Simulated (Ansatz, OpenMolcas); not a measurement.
**OpenMolcas → Ansatz**

OpenMolcas 26.06 runs this on C3H6F2 (SMILES FCCCF):

job.inp:
```
* C3H6F2 Hartree-Fock

&GATEWAY
 BasLib=$CurrDir
 BasisSet
 F.cc-pVDZ....
 F1 -1.964400 1.432700 -0.107100 angstrom
 F5 1.975600 0.040200 -0.331200 angstrom
 End of Basis
 BasisSet
 C.cc-pVDZ....
 C2 -0.715300 1.000700 0.300600 angstrom
 C3 -0.375000 -0.298800 -0.387800 angstrom
 C4 0.967500 -0.838200 0.034700 angstrom
 End of Basis
 BasisSet
 H.cc-pVDZ....
 H6 -0.744500 0.875300 1.388600 angstrom
 H7 0.008000 1.781800 0.054100 angstrom
 H8 -0.388200 -0.154300 -1.471600 angstrom
 H9 -1.138100 -1.046200 -0.147100 angstrom
 H10 1.026200 -0.968100 1.120800 angstrom
 H11 1.173400 -1.798000 -0.445900 angstrom
 End of Basis

&SEWARD

&SCF
 Thresholds=1e-10 1e-07 1e-07 1e-05
 PrOrbitals=0

&ALASKA
```

```bash
$ export MOLCAS_MEM=1860
$ pymolcas job.inp > job.log
```

(Basis files named in the input come from the Basis Set Exchange and aren't shown.)

The coordinates come from a PBE0-D4/def2-TZVP relaxation. This is one conformer, not always the lowest.

It gives a total energy of -315.981283 Eh.

Translate the job to Ansatz 0.2.0 as an input file of the program's own, asking for the energy.

For example:

input.yaml:
```yaml
crystal:
  periodic: [false, false, false]
  atoms:
    - {symbol: F, position_ang: [-1.964400, 1.432700, -0.107100]}
    - {symbol: C, position_ang: [-0.715300, 1.000700, 0.300600]}
    - {symbol: C, position_ang: [-0.375000, -0.298800, -0.387800]}
    - {symbol: C, position_ang: [0.967500, -0.838200, 0.034700]}
    - {symbol: F, position_ang: [1.975600, 0.040200, -0.331200]}
    - {symbol: H, position_ang: [-0.744500, 0.875300, 1.388600]}
    - {symbol: H, position_ang: [0.008000, 1.781800, 0.054100]}
    - {symbol: H, position_ang: [-0.388200, -0.154300, -1.471600]}
    - {symbol: H, position_ang: [-1.138100, -1.046200, -0.147100]}
    - {symbol: H, position_ang: [1.026200, -0.968100, 1.120800]}
    - {symbol: H, position_ang: [1.173400, -1.798000, -0.445900]}
basis:
  gaussian:
    orbitals: cc-pVDZ
magnetization:
  spin_polarized: false
hamiltonian:
  xc: hf
accuracy: high
output: {orbitals: {seedname: orbitals}}
```

```bash
$ ansatz run input.yaml --threads 1 --pin off --max-ram 3480MiB --events-out events.jsonl --progress --plain --runs-dir runs
```

Its energy is -315.981283 Eh, 0.000 mEh from the first.
